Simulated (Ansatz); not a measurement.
```xyz
6

O    -1.0867    1.4981    1.3127
C    -0.6787    0.8149    0.4779
C    -0.1909    0.0380   -0.4643
S     1.4770   -0.4715   -0.2782
H    -0.7903   -0.2002   -1.3323
H     1.2695   -1.6793    0.2841
```

Charge 0, multiplicity 1.

Problem. List the ωB97M-V/def2-TZVPP orbital energies in eV (Ansatz 0.2.0). (Estimate.)

Solution. Computed: Occupied: -2427.38, -528.26, -285.31, -282.52, -221.30, -164.44, -164.34, -164.20, -34.53, -25.94, -22.52, -18.01, -16.90, -16.12, -15.86, -14.40, -12.77, -9.79, -9.39. Lowest empty: 0.86, 2.20, 2.95, 3.45, 4.22, 4.71, 6.10, 6.84.
